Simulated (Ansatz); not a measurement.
Cost and result for the atomization energy of `COC(F)CF` (12 atoms, 11 bonds).

Cartesian coordinates in Å:
```
C -0.2067 -0.5478 -1.7967
O 0.5098 -0.2942 -0.6039
C -0.2672 0.1263 0.4370
F -1.0945 -0.8939 0.8706
C 0.6549 0.5238 1.5623
F -0.0781 1.0635 2.5910
H 0.5291 -0.7946 -2.5600
H -0.7682 0.3408 -2.1088
H -0.8969 -1.3857 -1.6715
H -0.9374 0.9505 0.1509
H 1.1876 -0.3586 1.9260
H 1.3676 1.2700 1.2032
```

Charge 0, multiplicity 1. The structure was optimised at the PBE0-D4/def2-TZVP level. It is one conformer, not always the lowest. Program: Ansatz. All runs use 4 threads of an Arm Neoverse V1 on a shared host. Times are those of one run each, without the atoms' runs, and a repeat can differ threefold. Electronic energies, without spin–orbit coupling; frozen cores. CCSD(T)/CBS adds CCSD(T) − MP2 in def2-TZVPP to the MP2 limit, and its time is that of the two runs behind it. T1 = 0.011. B3LYP takes the VWN-RPA correlation (the form of Gaussian; ORCA's B3LYP/G). HSE06 is the plane-wave form, built on full-range PBE exchange.

CCSD(T)/CBS is a level of theory with its own doubt, some kJ/mol a heavy atom from the limit and from the frozen cores, so smaller differences don't rank the functionals.

| level | functions | wall time | atomization (kJ/mol) | difference from CCSD(T)/CBS | per bond |
| --- | --- | --- | --- | --- | --- |
| BLYP-D4/def2-TZVPP | 270 | 2.2 s | 4687.0 | 4.7 | 0.4 |
| PBE0-D4/def2-TZVPP | 270 | 3.2 s | 4699.7 | 17.4 | 1.6 |
| HSE06-D4/def2-TZVPP | 270 | 3.3 s | 4704.0 | 21.7 | 2.0 |
| BHLYP-D4/def2-TZVPP | 270 | 3.3 s | 4498.2 | -184.1 | -16.7 |
| CAM-B3LYP-D4/def2-TZVPP | 270 | 3.6 s | 4714.8 | 32.5 | 3.0 |
| B3LYP-D4/def2-TZVPP (with forces) | 270 | 4.8 s | 4672.8 | -9.5 | -0.9 |
| r2SCANh-D4/def2-TZVPP | 270 | 5.5 s | 4656.9 | -25.4 | -2.3 |
| B2PLYP/def2-TZVPP | 270 | 6 s | 4633.9 | -48.4 | -4.4 |
| CCSD(T)/def2-SVP | 114 | 12 s | 4465.5 | -216.8 | -19.7 |
| ωB97M-V/def2-TZVPP (with forces) | 270 | 12 s | 4696.4 | 14.1 | 1.3 |
| MP2/def2-QZVPP | 522 | 44 s | 4741.2 | 58.9 | 5.4 |
| CCSD(T)/def2-TZVPP | 270 | 6.3 min | 4564.3 | -118.0 | -10.7 |
| CCSD(T)/CBS(def2) | – | 7.1 min | 4682.3 | 0.0 | 0.0 |

From r2SCAN to r2SCAN0 (25 % exact exchange), in def2-TZVPP and without D4, the atomization energy moves by −96.0 kJ/mol: exact exchange takes away binding that semilocal exchange gives to molecules. At CCSD(T), def2-SVP lies −216.8 kJ/mol from the extrapolated value and def2-TZVPP −118.1 kJ/mol: correlation converges slowly with the basis, and small sets miss more of it in the bonded molecule than in its fragments. The D4 term adds +28.7 kJ/mol with B3LYP and +15.1 kJ/mol with PBE0; it sums over pairs of atoms, weighted by their polarisabilities, and B3LYP, whose exchange is more repulsive, gets the larger term.
